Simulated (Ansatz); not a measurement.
**[NH2···H···CH2], triplet: transfer scan**

Starting geometry:

```yaml
atoms:
  - { symbol: N, position_ang: [-1.2400, -0.0184, -0.0286] }
  - { symbol: H, position_ang: [-1.5373, 0.9495, -0.0286] }
  - { symbol: H, position_ang: [-1.5373, -0.4207, 0.8517] }
  - { symbol: H, position_ang: [-0.2276, -0.0184, -0.0286] }
  - { symbol: C, position_ang: [1.4160, -0.0184, -0.0286] }
  - { symbol: H, position_ang: [1.8305, -0.0184, 0.9676] }
  - { symbol: H, position_ang: [1.8305, -0.0184, -1.0247] }
```

From there H4 is moved from one fragment to the other while all else, the fragments' distance too, stays fixed, so the hump isn't the reaction's barrier; atoms are numbered as listed. Energies are in kJ/mol, counted from the starting geometry at the same level. Kohn–Sham curves are unrestricted where that lies lower.

Basis cc-pVDZ; Ansatz 0.2.0. Correlated methods freeze the noble-gas cores. Prefix R: restricted or restricted open-shell reference; prefix U: unrestricted.

In so small a basis the reference is far from its limit while semilocal and hybrid functionals are nearer theirs (RPA and double hybrids share much of the reference's basis error), so the functionals' errors here hold much of the reference's basis and frozen-core error, which can add to them or hide them.

Full CI isn't at hand for all of this; UCCSDT(Q) serves as the reference, and is uncertain by about the last step of the cluster series.

```tsv
distance N1-H4 (Å)	UCCSDT(Q)	PBE	r2SCAN	PBE0	B3LYP	r2SCANh	wB97M-V	B2PLYP	RPA-PBE
1.012	0.0	0.0	0.0	0.0	0.0	0.0	0.0	0.0	0.0
1.092	4.9	-4.9	-0.7	0.8	-0.4	1.0	3.4	2.8	0.4
1.250	30.9	4.5	13.2	18.1	14.2	17.7	26.4	23.6	16.6
1.408	25.9	3.8	8.3	13.7	8.6	11.7	22.9	18.0	11.7
1.566	10.1	6.4	2.7	5.7	0.3	3.0	10.8	4.8	1.7
```

**Question.** Judged by the spread of the error over the points with a reference (largest less smallest), which of these follows UCCSDT(Q) best and which worst?

**Answer.** Subtracting the UCCSDT(Q) column from each: best wB97M-V (errors from -4.5 to 0.7, spread 5.2 kJ/mol), worst PBE (from -26.4 to 0.0, spread 26.4 kJ/mol). Functionals and wave-function methods converge differently with the basis, so part of this is basis effect.
